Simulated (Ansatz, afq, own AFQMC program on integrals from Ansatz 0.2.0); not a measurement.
CHAl⁺, doublet: AFQMC among the cluster methods

```yaml
atoms:
  - { symbol: Al, position_ang: [0.0000, 0.0000, 0.1108] }
  - { symbol: C, position_ang: [0.0000, 0.0000, -1.8127] }
  - { symbol: H, position_ang: [0.0000, 0.0000, 1.7019] }
```

Connectivity, by distances: AlH–C.

Basis cc-pVDZ. Only valence electrons are correlated. Ansatz 0.2.0 and our own AFQMC program on the same integrals; the CISD trial comes from CCSD amplitudes, and released means the phaseless constraint is let go. Free AFQMC starts from the CCSD state and is never constrained. Its projection time is finite, and what remains of the start isn't in its error. Uncertainties: one standard error, sampling alone.

Determinant: ROHF, the one that the program's search chose, which needn't be the lowest solution. The geometry is a PBE0/def2-TZVP stationary point of this or a neighbouring charge and spin state.

No full CI on the walks' own integrals is used here; CCSDT(Q) serves as the reference and is uncertain by about the last step of the cluster series.

Cautions: higher spins were not checked; a spin-contaminated unrestricted determinant lies lower (UHF 717 meV lower, ⟨S²⟩ 1.58); the ph-AFQMC/CISD walk drifts between its halves (2.2 errors); CCSDT(Q) on the UHF determinant differs (919 meV lower), perhaps since the unrestricted series falls towards higher spin.

The T1 diagnostic is 0.0234, the weight of the determinant in the CISD state is 0.885 and the size of the correlated space is 7 electrons in 31 orbitals.

```
  level  correlation energy (eV)
    MP2                  -3.1334
   CCSD                  -4.1369
CCSD(T)                  -4.2578
```

(1) Estimate where free-projection AFQMC lies against CCSD(T) on the same integrals.

(1) 4.1 ± 1.1 kJ/mol below CCSD(T).

Reference: CCSDT(Q), correlation energy -4.306 eV. The released energy is read at 1.62 1/Eh, later times being too noisy (meV from the phaseless value at times in 1/Eh: -1 ± 13 at 0.24, -17 ± 12 at 0.51, -7 ± 16 at 0.99, -12 ± 15 at 1.62, 3 ± 23 at 2.40).

| level | E − E(reference) (kJ/mol) | share of correlation (%) |
| --- | --- | --- |
| CCSD(T) | 4.6 | 98.89 |
| CCSDT | 0.8 | 99.81 |
| ph-AFQMC/CISD | -0.8 ± 0.9 | 100.18 |
| released AFQMC | -1.9 ± 1.5 | 100.46 |
| free AFQMC | 0.5 ± 1.1 | 99.88 |

Free projections are given only where their last times agree within the noise and don't stop above the reference; a slow remainder of the start can still hide under it. A walk keeps the symmetry of its determinant, which the program's search chose and which needn't be the lowest solution, so a lower state of the same spin and another symmetry isn't excluded. Released energies are given only where the last usable release times agree within the noise; a slower fall can still hide under it.
